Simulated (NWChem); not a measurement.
All runs are NWChem calculations. System: HN, charge 0, spin multiplicity 3, at a geometry optimised with UPBE/def2-SVP. The structure started from a generated list of species. Its SCF solution wasn't tested for a lower state. Level: UHF/def2-TZVP.

Part of the output:

```
             Northwest Computational Chemistry Package (NWChem) 7.3.0
             --------------------------------------------------------

                                NWChem Input Module
                                -------------------

 Scaling coordinates for geometry "geometry" by  1.889725989
 (inverse scale =  0.529177249)

 Turning off AUTOSYM since
 SYMMETRY directive was detected!

                             Geometry "geometry" -> ""
                             -------------------------

 Output coordinates in angstroms (scale by  1.889725989 to convert to a.u.)

  No.       Tag          Charge          X              Y              Z
 ---- ---------------- ---------- -------------- -------------- --------------
    1 N                    7.0000     0.00000000     0.00000000     0.13255800
    2 H                    1.0000     0.00000000     0.00000000    -0.92790600

 Effective nuclear repulsion energy (a.u.)       3.4930377108

            Nuclear Dipole moment (a.u.)
            ----------------------------
        X                 Y               Z
 ---------------- ---------------- ----------------
     0.0000000000     0.0000000000    -0.0000000000

      Symmetry information
      --------------------

 Group name             C2v
 Group number             16
 Group order               4
 No. of unique centers     2

      Symmetry unique atoms

     1    2


 Summary of "ao basis" -> "" (spherical)
 ------------------------------------------------------------------------------
       Tag                 Description            Shells   Functions and Types
 ---------------- ------------------------------  ------  ---------------------
 *                         def2-tzvp                  on all atoms

 Summary of "ao basis" -> "ao basis" (spherical)
 ------------------------------------------------------------------------------
       Tag                 Description            Shells   Functions and Types
 ---------------- ------------------------------  ------  ---------------------
 N                         def2-tzvp                11       31   5s3p2d1f
 H                         def2-tzvp                 4        6   3s1p

                                 NWChem SCF Module
                                 -----------------

  ao basis        = "ao basis"
  functions       =    37
  atoms           =     2
  alpha electrons =     5
  beta  electrons =     3
  charge          =   0.00
[...]
              MO Center=  5.5D-16,  6.2D-17,  1.6D-01, r^2= 9.9D-01
   Bfn.  Coefficient  Atom+Function         Bfn.  Coefficient  Atom+Function
  ----- ------------  ---------------      ----- ------------  ---------------
     8      0.330553  1 N  pz                11      0.283364  1 N  pz
     5      0.269303  1 N  s                 33     -0.253833  2 H  s
     4      0.248388  1 N  s                 14      0.178672  1 N  pz
     3      0.173229  1 N  s

 Vector    4  Occ=0.000000D+00  E= 1.209394D-01  Symmetry=b2
              MO Center=  5.5D-18, -2.4D-16,  1.0D-01, r^2= 1.6D+00
   Bfn.  Coefficient  Atom+Function         Bfn.  Coefficient  Atom+Function
  ----- ------------  ---------------      ----- ------------  ---------------
    13      0.704531  1 N  py                 7      0.303625  1 N  py
    10      0.184833  1 N  py

 Vector    5  Occ=0.000000D+00  E= 1.209394D-01  Symmetry=b1
              MO Center=  5.8D-16,  1.5D-18,  1.0D-01, r^2= 1.6D+00
   Bfn.  Coefficient  Atom+Function         Bfn.  Coefficient  Atom+Function
  ----- ------------  ---------------      ----- ------------  ---------------
    12      0.704531  1 N  px                 6      0.303625  1 N  px
     9      0.184833  1 N  px

 Vector    6  Occ=0.000000D+00  E= 1.571946D-01  Symmetry=a1
              MO Center= -4.5D-16,  2.4D-16, -1.5D+00, r^2= 2.9D+00
   Bfn.  Coefficient  Atom+Function         Bfn.  Coefficient  Atom+Function
  ----- ------------  ---------------      ----- ------------  ---------------
    34      2.304791  2 H  s                  5     -1.439535  1 N  s
    14      0.770317  1 N  pz                33     -0.281840  2 H  s
     8      0.162556  1 N  pz                 4      0.161642  1 N  s
     3     -0.158443  1 N  s

 center of mass
 --------------
 x =   0.00000000 y =   0.00000000 z =   0.11595152

 moments of inertia (a.u.)
 ------------------
           3.775646545282           0.000000000000           0.000000000000
           0.000000000000           3.775646545282           0.000000000000
           0.000000000000           0.000000000000           0.000000000000

  Mulliken analysis of the total density
  --------------------------------------

    Atom       Charge   Shell Charges
 -----------   ------   -------------------------------------------------------
    1 N    7     7.21   0.82  1.15  0.62  0.96  0.33  1.28  1.42  0.61  0.00  0.02  0.00
    2 H    1     0.79   0.25  0.44  0.07  0.03

  Mulliken analysis of the alpha density
  --------------------------------------

    Atom       Charge   Shell Charges
 -----------   ------   -------------------------------------------------------
    1 N    7     4.66   0.41  0.58  0.33  0.51  0.14  1.05  1.16  0.48  0.00  0.01  0.00
    2 H    1     0.34   0.11  0.18  0.03  0.02

   Mulliken analysis of the beta density
   -------------------------------------

    Atom       Charge   Shell Charges
 -----------   ------   -------------------------------------------------------
    1 N    7     2.55   0.41  0.58  0.28  0.45  0.19  0.23  0.26  0.13  0.00  0.01  0.00
    2 H    1     0.45   0.14  0.26  0.04  0.01

   Mulliken analysis of the spin density
   -------------------------------------

    Atom       Charge   Shell Charges
 -----------   ------   -------------------------------------------------------
    1 N    7     2.11   0.00 -0.00  0.05  0.06 -0.05  0.82  0.89  0.34 -0.00  0.00 -0.00
    2 H    1    -0.11  -0.03 -0.08 -0.02  0.01

       Multipole analysis of the density wrt the origin
       ------------------------------------------------

     L   x y z        total         alpha         beta         nuclear
     -   - - -        -----         -----         ----         -------
     0   0 0 0     -0.000000     -5.000000     -3.000000      8.000000

     1   1 0 0      0.000000      0.000000     -0.000000      0.000000
     1   0 1 0      0.000000      0.000000      0.000000      0.000000
     1   0 0 1     -0.657807     -0.556547     -0.101260     -0.000000

     2   2 0 0     -4.649196     -3.338923     -1.310273      0.000000
     2   1 1 0     -0.000000      0.000000     -0.000000      0.000000
     2   1 0 1     -0.000000      0.000000     -0.000000      0.000000
     2   0 2 0     -4.649196     -3.338923     -1.310273      0.000000
     2   0 1 1     -0.000000     -0.000000     -0.000000      0.000000
     2   0 0 2     -4.359064     -4.214053     -3.658976      3.513966

 Task  times  cpu:        0.1s     wall:        0.1s

 Total times  cpu:        0.1s     wall:        0.1s
```

### Question
Write an NWChem input that would produce this output.

### Answer
One answer among several that fit: 
```
start mol
memory heap 200 mb stack 900 mb global 1100 mb
geometry units angstroms nocenter noautoz
  N      0.000000     0.000000     0.132558
  H      0.000000     0.000000    -0.927906
  symmetry group C2v
end
basis spherical
  * library def2-tzvp
end
scf
  uhf
  nopen 2
  maxiter 100
  thresh 1e-7
  semidirect memsize 60000000 filesize 0
  # guess.movecs holds the orbitals of an unrestricted PBE0 run
  vectors input guess.movecs output mol.movecs
end
task scf energy
```
